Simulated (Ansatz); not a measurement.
Ansatz (a first-principles code) input (HF/3-21G): The .json file is the Basis Set Exchange's 3-21G.

Ansatz 0.2 input:
```yaml
crystal:
  periodic: [false, false, false]
  atoms:
    - {symbol: S, position_ang: [-0.00000000, -0.00000000, -0.08075240]}
    - {symbol: H, position_ang: [0.00000000, 0.00000000, 1.29203837]}
basis:
  gaussian:
    orbitals: 3-21G.json
hamiltonian:
  xc: {name: HF}
total_charge: -1
phonons: {temperatures: {t_min: 298.15, t_max: 298.15, t_step: 100}}
```

Problem. Which harmonic wavenumbers does it give?

Solution. 2484 cm⁻¹ (unscaled; negative means imaginary).
